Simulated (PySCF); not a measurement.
**Potential energy of SiN along the bond**

Set-up: Si aug-cc-pV(D+d)Z, N aug-cc-pVDZ; no relativity (PySCF 2.14). Energies in eV from Si + N in their ground configurations at the same level. State: ²Σ⁺ (doublet), unpaired electrons σ ↑.

| R (Å) | HSE06 | B97-3 |
| --- | --- | --- |
| 1.355 | -2.525 | -2.679 |
| 1.417 | -3.465 | -3.627 |
| 1.480 | -3.988 | -4.154 |
| 1.528 | -4.175 | -4.342 |
| 1.575 | -4.228 | -4.395 |
| 1.622 | -4.178 | -4.343 |
| 1.685 | -3.992 | -4.152 |
| 1.764 | -3.636 | -3.785 |
| 1.859 | -3.127 | -3.250 |
| 1.984 | -2.449 | -2.531 |

**Question.** Put a parabola through the three lowest points of the HSE06 curve and estimate Re, k and ωe (reduced mass 9.332 u; 1 eV/Å² = 0.16022 mdyn/Å; ωe = 1302.8·√(k/μ) cm⁻¹).

**Answer.** Through R = 1.528, 1.575, 1.622 Å the second-order coefficient is 23.3 eV/Å², so Re ≈ 1.576 Å, k ≈ 7.47 mdyn/Å and ωe ≈ 1166 cm⁻¹. A polynomial fit of higher order to the unrounded HSE06 energies gives Re = 1.574 Å, k = 7.46 mdyn/Å, ωe = 1165 cm⁻¹; anharmonicity and rounding make the difference.

The higher-order fit for each curve: HSE06: Re = 1.574 Å, ωe = 1165 cm⁻¹, De = 4.23 eV; B97-3: Re = 1.573 Å, ωe = 1175 cm⁻¹, De = 4.40 eV.

⟨S²⟩ of the unrestricted solution departs from its pure value on part of the curve, where spin states mix. The state is the lowest determinant that a PBE0 search found; another state may lie lower at other levels.
